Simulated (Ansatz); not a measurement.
The same path of AlH6NO (9 atoms, charge 0, multiplicity 1) was run 3 times with different band settings. Lost on the way: O7–H9. Made: N2–H9.

All numbers below come from RKS PBE-D4/6-31G* (Ansatz).

Relaxed end points:

```xyz
9
Properties=species:S:1:pos:R:3
Al -0.007 0.148 0.203
N -0.010 0.051 2.094
H -0.776 -0.436 2.567
H 0.856 -0.167 2.595
H 1.417 -0.003 -0.515
H -1.405 -0.287 -0.471
O -0.263 2.098 0.656
H -1.172 2.416 0.474
H -0.265 1.657 1.618
```

```xyz
9
Properties=species:S:1:pos:R:3
Al -0.131 0.491 0.102
N 0.020 0.140 2.146
H -0.754 -0.414 2.531
H 0.904 -0.288 2.444
H 1.353 0.055 -0.368
H -1.401 -0.418 -0.337
O -0.426 2.217 0.336
H -1.154 2.605 -0.179
H -0.037 1.087 2.545
```

Common settings: movable images 9; climbing image yes; spring 5.0 eV/Å²; force threshold 0.03 eV/Å; iteration limit 60; end points relaxed.

| run | optimiser | start path | largest step |
| --- | --- | --- | --- |
| 1 | quadratic models (default) | through a guess of the saddle point | default |
| 2 | quadratic models (default) | straight line | default |
| 3 | fire | through a guess of the saddle point | 0.5 Å |

What does each run give, and how far can it be trusted?

Run 1: converged after 12 iterations, highest image 0.002 eV above the first end. The top lies less than 8 meV above the higher end, about what the thresholds resolve: that end is a shoulder or a very shallow well. A vibrational analysis at the climbing image gives one clearly imaginary mode, 312i cm⁻¹: a first-order saddle point.
Run 2: converged after 10 iterations, highest image 0.002 eV above the first end. The top lies less than 8 meV above the higher end, about what the thresholds resolve: that end is a shoulder or a very shallow well. Another band between the same ends (9 images) ends at a top of the same energy, where a vibrational analysis finds 1 clearly imaginary mode.
Run 3: converged after 49 iterations, highest image 0.002 eV above the first end. The top lies less than 8 meV above the higher end, about what the thresholds resolve: that end is a shoulder or a very shallow well. Another band between the same ends (9 images) ends at a top of the same energy, where a vibrational analysis finds 1 clearly imaginary mode.
The orbitals stay closed-shell, which can raise the energy where a bond breaks towards radicals; this wasn't checked here.
